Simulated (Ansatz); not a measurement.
Geometry optimisation, RKS PBE0-D4/6-31G* (Ansatz 0.2.0).

The input (input.yaml):

```yaml
crystal:
  periodic: [false, false, false]
  atoms:
    - { symbol: B, position_ang: [-0.059599, 0.220186, -0.005311] }
    - { symbol: H, position_ang: [-0.120055, 0.333094, 1.187463] }
    - { symbol: H, position_ang: [1.031721, 0.276624, -0.495954] }
    - { symbol: C, position_ang: [-1.377212, 0.0938, -0.823596] }
    - { symbol: H, position_ang: [-2.013882, -0.704119, -0.417079] }
    - { symbol: H, position_ang: [-1.95981, 1.0186, -0.686922] }
    - { symbol: H, position_ang: [-1.246712, -0.064673, -1.89711] }
    - { symbol: Cl, position_ang: [0.266058, -2.640578, 1.035158] }
    - { symbol: H, position_ang: [0.13379, -1.456635, 1.632351] }
basis:
  gaussian: { orbitals: "6-31G*" }
hamiltonian:
  xc: pbe0
  dispersion: d4
relax:
  f_tol: 0.03
  max_steps: 50
```

Run as:

```bash
$ ansatz run input.yaml --threads 1 --pin off --max-ram 2048MiB --backend cpu --events-out ev --progress --plain --runs-dir out
```

Problem. Where does it end, and by what steps?

Solution. The forces met the threshold. The force dipped under the threshold on the way, but the program's further checks kept it going. After 31 steps the energy has fallen by 0.075 eV; H9 moved furthest, 0.99 Å.

| step | energy less start (eV) | largest force component (eV/Å) | accepted |
| --- | --- | --- | --- |
| 0 | 0.0000 | 1.039 | yes |
| 2 | -0.0254 | 0.725 | yes |
| 4 | -0.0426 | 0.100 | yes |
| 6 | -0.0441 | 0.314 | yes |
| 8 | -0.0502 | 0.104 | yes |
| 10 | -0.0540 | 0.120 | yes |
| 12 | -0.0587 | 0.456 | yes |
| 14 | -0.0660 | 0.174 | yes |
| 16 | -0.0712 | 0.039 | yes |
| 18 | -0.0713 | 0.239 | no |
| 20 | -0.0730 | 0.080 | yes |
| 22 | -0.0732 | 0.096 | no |
| 24 | -0.0722 | 0.268 | no |
| 26 | -0.0739 | 0.088 | yes |
| 28 | -0.0742 | 0.045 | yes |
| 30 | -0.0745 | 0.055 | yes |
| 31 | -0.0746 | 0.017 | yes |

```xyz
9
Properties=species:S:1:pos:R:3
B -0.228 0.234 0.134
H -0.423 0.504 1.291
H 0.905 0.273 -0.264
C -1.424 0.104 -0.865
H -2.350 -0.269 -0.418
H -1.636 1.136 -1.196
H -1.197 -0.465 -1.772
Cl 0.097 -2.382 0.839
H 0.911 -2.059 1.780
```

Whether the end is a true minimum wasn't checked by a vibrational analysis.

The run took 57 s on 1 thread of Arm Neoverse V2, with other jobs on the host, peak memory 0.13 GiB.
